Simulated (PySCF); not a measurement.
C₄H₁₁PS.
Atom-mapped SMILES: `[CH3:1][CH:2]([CH3:3])[CH2:4][PH2:5]=[S:6]` (hydrogens: H7, H8, H9 on C1; H10 on C2; H11, H12, H13 on C3; H14, H15 on C4; H16, H17 on P5)

Geometry (PBE0-D3(BJ)/def2-SVP, Å), atoms numbered from 1 in this order:
```xyz
17
C4H11PS angstrom
C     -0.610    1.245    0.818
C     -0.548    0.323   -0.395
C     -1.792   -0.550   -0.504
C      0.709   -0.548   -0.394
P      2.270    0.411   -0.456
S      2.364    1.832   -1.775
H     -1.537    1.838    0.808
H     -0.590    0.673    1.761
H      0.229    1.959    0.826
H     -0.487    0.959   -1.295
H     -1.764   -1.183   -1.405
H     -2.702    0.068   -0.557
H     -1.892   -1.214    0.371
H      0.754   -1.201    0.497
H      0.724   -1.198   -1.284
H      3.242   -0.628   -0.549
H      2.476    0.788    0.904
```

Computed with PySCF at PBE0/pcSseg-1, non-relativistic, on one gas-phase PBE0-D3(BJ)/def2-SVP geometry that isn't relaxed in the solvent. The solvent is an IEF-PCM continuum (cavity from Bondi-type radii × 1.2). The model holds no explicit solvent molecules, cavitation or dispersion.

| run | E − E(gas) (kcal/mol) | HOMO (eV) | HOMO–LUMO gap (eV) | dipole (D) |
| --- | --- | --- | --- | --- |
| gas | 0.00 | -6.64 | 6.94 | 4.30 |
| P | -8.50 | -6.92 | 7.57 | 6.43 |
| Q | -5.80 | -6.81 | 7.37 | 5.71 |

**Question.** The runs were made in chloroform and water. Which run belongs to which solvent?

**Answer.** P = water, Q = chloroform. The dielectric constants are 4.711 (chloroform), 78.36 (water), and the energy falls further as ε rises. In this model the ground state sees the solvent through ε alone.

**Question.** How constant is the ratio of the lowering to (ε − 1)/(2ε + 1)?

**Answer.** 
```
   solvent  (ε − 1)/(2ε + 1)  E − E(gas) (kcal/mol)  ratio (kcal/mol)  polarisation term (kcal/mol)
chloroform             0.356                  -5.80             -16.3                         -7.20
     water             0.490                  -8.50             -17.3                        -11.63
```

The ratio changes by +6.5 % in size from chloroform to water. The polarisation term is half the interaction of the solute with the induced surface charges.
